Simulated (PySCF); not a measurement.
**Broadened absorption spectrum of C2F3P**

Compound: C₂F₃P.
Atom-mapped SMILES: `[F:1][C:2]([F:3])([F:4])[C:5]#[P:6]`

Level of theory: PySCF, TDDFT wB97X-D/def2-SVPD, vertical, gas phase, core orbitals frozen in the response. Geometry: GFN2-xTB; no solvent, vibrations or thermal averaging.

Computed states:

| state | E (eV) | f |
| --- | --- | --- |
| S1 | 4.23 | 0.0000 |
| S2 | 4.61 | 0.0001 |
| S3 | 4.61 | 0.0001 |
| S4 | 7.24 | 0.023 |
| S5 | 7.24 | 0.023 |
| S6 | 7.74 | 0.815 |
| S7 | 8.59 | 0.129 |
| S8 | 8.59 | 0.129 |

Each state is given a Gaussian of 0.5 eV full width at half maximum, with ε(max) = 2.175×10⁸ f / Δν̃ (Δν̃ the width in cm⁻¹). The width is an assumption, not a result. The curve ends short of the highest state used, and states not computed would add to its high-energy end.

(1) Give the broadened spectrum and its maxima.

(2) On this curve, what absorbance would a 10⁻³ mol/L sample give at 254 nm over a 1 cm path?

(3) Coming from long wavelengths, where does ε first pass 100 L mol⁻¹ cm⁻¹?

Answers

(1) 
| E (eV) | ε (L mol⁻¹ cm⁻¹) |
| --- | --- |
| 3.48 | 0 |
| 3.57 | 0 |
| 3.65 | 0 |
| 3.73 | 0 |
| 3.81 | 0 |
| 3.89 | 0 |
| 3.98 | 0 |
| 4.06 | 0 |
| 4.14 | 0 |
| 4.22 | 1 |
| 4.30 | 2 |
| 4.39 | 3 |
| 4.47 | 4 |
| 4.55 | 5 |
| 4.63 | 5 |
| 4.71 | 5 |
| 4.80 | 4 |
| 4.88 | 2 |
| 4.96 | 1 |
| 5.04 | 1 |
| 5.12 | 0 |
| 5.20 | 0 |
| 5.29 | 0 |
| 5.37 | 0 |
| 5.45 | 0 |
| 5.53 | 0 |
| 5.61 | 0 |
| 5.70 | 0 |
| 5.78 | 0 |
| 5.86 | 0 |
| 5.94 | 0 |
| 6.02 | 0 |
| 6.11 | 0 |
| 6.19 | 0 |
| 6.27 | 0 |
| 6.35 | 0 |
| 6.43 | 2 |
| 6.51 | 7 |
| 6.60 | 26 |
| 6.68 | 75 |
| 6.76 | 189 |
| 6.84 | 416 |
| 6.92 | 804 |
| 7.01 | 1467 |
| 7.09 | 2292 |
| 7.17 | 3483 |
| 7.25 | 5461 |
| 7.33 | 8974 |
| 7.42 | 15714 |
| 7.50 | 24224 |
| 7.58 | 33638 |
| 7.66 | 41201 |
| 7.74 | 44095 |
| 7.82 | 41078 |
| 7.91 | 32111 |
| 7.99 | 22358 |

Maxima: 269 nm (4.61 eV), ε about 5.4, made up of S2 (50%) and S3 (50%); 160 nm (7.74 eV), ε about 44000, made up of S6 (100%) (ε in L mol⁻¹ cm⁻¹; maxima over ε = 5, shares over 10%).

(2) 254 nm is 4.881 eV, where ε is about 2.4 L mol⁻¹ cm⁻¹, so A = ε c l ≈ 0.0024 (Beer–Lambert, with the gas-phase spectrum and the assumed width).

(3) At about 185 nm (6.71 eV), 2.47 eV above S1.
